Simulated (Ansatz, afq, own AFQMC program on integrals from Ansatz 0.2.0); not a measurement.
Integrals from Ansatz 0.2.0, then the random walk in our own AFQMC program (afq).

```yaml
crystal:
  periodic: [false, false, false]
  atoms:
    - {symbol: Ge, position_ang: [0.000000, 0.000000, 0.000000]}
basis:
  gaussian: {orbitals: cc-pVTZ}
magnetization: {spin_polarized: true, initial_magnetization: 2}
correlation: {method: ccsd_t, electrons: outside_noble_gas, hamiltonian_folder: ham}
```

```sh
$ ansatz run in.yaml --threads 1 --pin off --events-out ev --progress --plain --max-ram 16896MiB --backend cuda --devices 0, --max-vram 18GiB
```

Options of the walk:

```
--method phaseless --trial cisd --walkers 4000 --populations 20 --least-time 60 --time-step 0.005 --steps-per-block 50 --equilibration-blocks 28 --max-blocks 4000 --target-error 7e-05 --factor-cut 1e-05 --start spin_pure --seed 3779 --release-times 0.24,0.5,1,1.5 --release-step 0.02 --release-every 3 --taylor-order 6
```

Times are imaginary, in 1/Eh. The walk had a cap of 122 s. With eight or more populations the least sampling time is a fifth of least-time, and the error comes from their spread. Filled inner d shells are frozen with the cores.

afq prints:

```
orbitals 29  electrons 3 1  factors 209 of 283
reference energy -2075.36107269 Eh
CCSD correlation -0.06502608 Eh in 9 cycles, weight of the determinant in the CISD state 0.9441
energy of the start -2075.426056 Eh
 block  time / (1/Eh)  mean weight  energy / Eh
     1     0.250  1.0001  -2075.426167
     2     0.500  1.0001  -2075.426460
     3     0.750  1.0000  -2075.426812
     4     1.000  1.0000  -2075.427178
     5     1.250  0.9999  -2075.427341
    10     2.500  1.0000  -2075.428048
    15     3.750  1.0000  -2075.428337
    20     5.000  1.0000  -2075.428304
    25     6.250  1.0000  -2075.428209
    30     7.500  0.9998  -2075.428319
    35     8.750  0.9999  -2075.428342
    36     9.000  1.0000  -2075.428546
    40    10.000  0.9999  -2075.428386
    45    11.250  1.0000  -2075.428335
    50    12.500  0.9999  -2075.428311
    55    13.750  1.0000  -2075.428395
    60    15.000  0.9999  -2075.428300
    65    16.250  0.9999  -2075.428329
    70    17.500  1.0000  -2075.428493
    75    18.750  1.0001  -2075.428348
    77    19.250  0.9999  -2075.428138
    78    19.500  1.0000  -2075.428360
error from the spread of 20 populations
released: time / (1/Eh)  energy / Eh  error  mean overlap
  0.24  -2075.428438  0.000056  0.9995
  0.50  -2075.428416  0.000030  0.9981
  1.00  -2075.428446  0.000022  0.9987
  1.50  -2075.428516  0.000067  0.9994
energy -2075.428342 +/- 0.000037 Eh
(rows thinned)
```

The run passed its tests (sampling time, drift between the halves within three errors, error under three times the target), which doesn't prove that it has relaxed.

Against this walk (error 1.0 meV) on the same determinant: CCSD(T) 11.1 meV higher, CCSDT(Q) 3.8 meV lower, full CI 4.1 meV lower. The error is statistical and leaves out the bias of the constraint. Released to 1.50 1/Eh the energy lies 4.7 ± 2.1 meV (both errors) below the phaseless value, which shows part or all of the bias of the constraint, and full CI lies 0.6 meV above the released value.

Cautions: constraint bias not in the error; no relativity below Rb; no spin-orbit coupling; inner d shell frozen.

The walk took 19 s on 1 × NVIDIA H100 80GB HBM3 with 2 threads of AMD EPYC 7R13 Processor (Zen 3), on a shared host (the card was shared). The log's last line is the phaseless energy.

CCSDT and higher add their correlation energy to the determinant of the CCSD(T) run, since their own runs factorise the integrals more tightly (a shift of under 2 meV). A walk keeps the symmetry of its determinant, which the program's search chose and which needn't be the lowest solution, so a lower state of the same spin and another symmetry isn't excluded.
